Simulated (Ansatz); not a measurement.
# Nickel, fcc under PBE: convergence with the cold (Marzari-Vanderbilt) smearing

A convergence test of the cold (Marzari-Vanderbilt) smearing width. The geometry was relaxed under PBE beforehand and stays fixed; 7 values are run, from 0.01 to 1.0 eV. Wanted are the values from which on the energy stays within 10 and 1 meV/atom, and the pressure within 0.5 GPa, of the narrowest run. Within the series other settings stay, but some runs also write fields, which adds to their time. Spin polarisation is left out.

Method: DFT PBE, plane waves with PAW, scalar-relativistic, in Ansatz 0.2.0.

### 1 Starting point

Symmetry: Fm-3m, No. 225, cubic system. The conventional cell has a = 3.514 Å, b = 3.514 Å, c = 3.514 Å, α = 90.00°, β = 90.00°, γ = 90.00°. Ni (site symmetry m-3m) is surrounded by 12 Ni at 2.49 Å.

Coordinates:

```xyz
1
Lattice="0.0000 1.7572 1.7572 1.7572 0.0000 1.7572 1.7572 1.7572 0.0000" Properties=species:S:1:pos:R:3 pbc="T T T"
Ni    0.0000    0.0000    0.0000
```

### 2 Run at 0.01 eV

The run at 0.01 eV.

input.yaml

```yaml
crystal:
  lattice:
    - [0.0, 1.757246668, 1.757246668]
    - [1.757246668, 0.0, 1.757246668]
    - [1.757246668, 1.757246668, 0.0]
  atoms:
    - { symbol: Ni, position: [0.0, 0.0, 0.0] }
hamiltonian:
  xc: pbe
  pseudopotentials:
    kind: paw
    azcp:
      Ni: "pseudopotentials/Ni.paw.azcp"
basis:
  ecutwfc: 420
  fft_grid_basis: typed
kpoints:
  mp_grid: { grid: [15, 15, 15], shift: [0, 0, 0] }
magnetization:
  spin_polarized: false
scf:
  occupations: { method: cold, width: 0.01 }
  lower_state_search: "off"
output:
  stress: true
```

Launch:

```console
$ ansatz run input.yaml --threads 1 --pin off --max-ram 3584MiB --backend cpu --events-out ev --progress --plain --runs-dir out
```

### 3 Run at 0.03 eV

The run at 0.03 eV.

Edit input.yaml of step 2 so:

```diff
@@ -21,3 +21,3 @@
 scf:
-  occupations: { method: cold, width: 0.01 }
+  occupations: { method: cold, width: 0.03 }
   lower_state_search: "off"
```

### 4 Run at 0.1 eV

The run at 0.1 eV.

Edit input.yaml of step 3 so:

```diff
@@ -21,3 +21,3 @@
 scf:
-  occupations: { method: cold, width: 0.03 }
+  occupations: { method: cold, width: 0.1 }
   lower_state_search: "off"
```

### 5 Run at 0.2 eV

The run at 0.2 eV.

Edit input.yaml of step 4 so:

```diff
@@ -21,3 +21,3 @@
 scf:
-  occupations: { method: cold, width: 0.1 }
+  occupations: { method: cold, width: 0.2 }
   lower_state_search: "off"
```

### 6 Run at 0.3 eV

The run at 0.3 eV.

Edit input.yaml of step 5 so:

```diff
@@ -21,3 +21,3 @@
 scf:
-  occupations: { method: cold, width: 0.2 }
+  occupations: { method: cold, width: 0.3 }
   lower_state_search: "off"
@@ -25 +25,5 @@
   stress: true
+  write_density: true
+  write_potential: true
+  elf: true
+  volumetric_format: npy
```

### 7 Run at 0.6 eV

The run at 0.6 eV.

Edit input.yaml of step 6 so:

```diff
@@ -21,3 +21,3 @@
 scf:
-  occupations: { method: cold, width: 0.3 }
+  occupations: { method: cold, width: 0.6 }
   lower_state_search: "off"
@@ -25,5 +25 @@
   stress: true
-  write_density: true
-  write_potential: true
-  elf: true
-  volumetric_format: npy
```

### 8 Run at 1.0 eV

The run at 1.0 eV.

Edit input.yaml of step 7 so:

```diff
@@ -21,3 +21,3 @@
 scf:
-  occupations: { method: cold, width: 0.6 }
+  occupations: { method: cold, width: 1.0 }
   lower_state_search: "off"
```

(Steps that only read results are left out.)

Q: Predict the outcome of this session.

**Answer**, as computed:

| quantity | value |
| --- | --- |
| E(σ → 0) stays within 10 meV/atom of 0.01 eV | up to 1.0 eV |
| E(σ → 0) stays within 1 meV/atom | up to 0.1 eV |
| pressure stays within 0.5 GPa | up to 0.3 eV |
| pressure at 0.01 eV | -0.79 GPa |
| energy of a separate run on a finer mesh (25×25×25) | -5.8 meV/atom from 0.01 eV |

**Reading.** The far end, 1.0 eV, lies -8.4 meV/atom and -3.5 GPa from the yardstick. Over the range F shifts by +59.9 meV/atom, while E(σ → 0) shifts by -8.4. This scheme cancels the term in the square of the width, so F moves little up to 0.2 eV. The mesh (15×15×15) is fixed, so the narrowest widths carry a k-point error of their own. The yardstick itself is unsettled by 5.8 meV/atom against the finer mesh, so the thresholds above hold only within this series, and wider smearing, which averages over more states, can land nearer the fine-mesh value than the narrowest does.

Real Ni is ferromagnetic; without spin these runs don't describe its ground state.
